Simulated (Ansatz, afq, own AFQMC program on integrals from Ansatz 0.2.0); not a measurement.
Integrals from Ansatz 0.2.0, then the random walk in our own AFQMC program (afq).

```yaml
crystal:
  periodic: [false, false, false]
  atoms:
    - {symbol: Ge, position_ang: [0.000000, -0.046487, 0.259917]}
    - {symbol: N, position_ang: [0.000000, 0.179087, -1.270549]}
    - {symbol: H, position_ang: [0.000000, 1.389693, 0.920832]}
    - {symbol: H, position_ang: [0.000000, -0.528126, -1.996426]}
basis:
  gaussian: {orbitals: cc-pVDZ}
magnetization: {spin_polarized: true, initial_magnetization: 1}
correlation: {method: ccsd_t, electrons: outside_noble_gas, hamiltonian_folder: ham}
```

```sh
$ ansatz run in.yaml --threads 1 --pin off --events-out ev --progress --plain --max-ram 1382MiB
```

afq runs on the folder ham with

```
--method phaseless --trial cisd --walkers 60 --populations 1 --least-time 40 --time-step 0.005 --steps-per-block 50 --equilibration-blocks 28 --max-blocks 300 --target-error 0.0004 --factor-cut 1e-05 --start spin_pure --seed 3908 --release-times 0.24,0.51,0.99,1.62,2.4 --release-step 0.03 --release-every 4 --taylor-order 6
```

Times are imaginary, in 1/Eh. The walk had a cap of 1172 s. Filled inner d shells are frozen with the cores.

Output of the walk:

```
orbitals 36  electrons 6 5  factors 295 of 554
reference energy -2130.84157129 Eh
CCSD correlation -0.26816704 Eh in 13 cycles, weight of the determinant in the CISD state 0.8517
energy of the start -2131.106476 Eh
 block  time / (1/Eh)  mean weight  energy / Eh
     1     0.250  1.0021  -2131.104326
     2     0.500  0.9992  -2131.106746
     3     0.750  0.9996  -2131.106049
     4     1.000  0.9986  -2131.108995
     5     1.250  0.9972  -2131.113020
     7     1.750  0.9975  -2131.120862
     9     2.250  0.9997  -2131.117541
    17     4.250  1.0001  -2131.117295
    33     8.250  0.9988  -2131.117559
    49    12.250  0.9997  -2131.116826
    57    14.250  0.9998  -2131.130718
    65    16.250  1.0002  -2131.114459
    81    20.250  0.9977  -2131.123289
    97    24.250  1.0007  -2131.114328
   113    28.250  0.9996  -2131.125570
   121    30.250  0.9983  -2131.110690
   129    32.250  0.9988  -2131.114224
   145    36.250  0.9981  -2131.113426
   161    40.250  0.9983  -2131.130621
   177    44.250  1.0019  -2131.123275
   193    48.250  1.0041  -2131.122506
   209    52.250  1.0012  -2131.122327
   225    56.250  0.9989  -2131.124514
   241    60.250  1.0010  -2131.126087
   257    64.250  1.0008  -2131.114814
   273    68.250  1.0010  -2131.124481
   289    72.250  1.0009  -2131.125126
   305    76.250  1.0027  -2131.118123
   321    80.250  1.0023  -2131.123053
blocks merged  error / Eh  count
     1  0.000375  300
     2  0.000450  150
     4  0.000549  75
     8  0.000656  37
    16  0.000612  18
    32  0.000693  9
released: time / (1/Eh)  energy / Eh  error  mean overlap
  0.24  -2131.119508  0.000853  1.0119
  0.51  -2131.120677  0.000889  1.0032
  0.99  -2131.121210  0.000601  1.0093
  1.62  -2131.121955  0.000700  1.0068
  2.40  -2131.121336  0.000829  1.0176
energy -2131.119923 +/- 0.000656 Eh
(rows thinned)
```

The run passed its tests (sampling time, drift between the halves within three errors, error under three times the target), which doesn't prove that it has relaxed. The second half of the sampling lies below the first by 1.8 errors of their difference, so the energy may still be moving and its error bar be too small.

Against this walk (error 17.9 meV) on the same determinant: CCSD(T) 1.1 meV lower (within the noise), CCSDT(Q) 72.6 meV lower. The error is statistical and leaves out the bias of the constraint. Released to 2.40 1/Eh the energy moves by -38 ± 29 meV (both errors), within twice the noise. CCSDT(Q) is the surest value here, so the walk's 73 meV above it is most likely the bias of the constraint with this trial, which can have either sign.

Cautions: constraint bias not in the error; error above the target (17.9 against 10.9 meV); no relativity below Rb; no spin-orbit coupling; inner d shell frozen; unrestricted determinant slightly spin contaminated (⟨S²⟩ 0.81 against 0.75).

The walk took 6.7 min on 1 thread of Arm Neoverse V2, on a shared host. The log's last line is the phaseless energy.

CCSDT and higher add their correlation energy to the determinant of the CCSD(T) run, since their own runs factorise the integrals more tightly (a shift of under 2 meV). A walk keeps the symmetry of its determinant, which the program's search chose and which needn't be the lowest solution, so a lower state of the same spin and another symmetry isn't excluded.
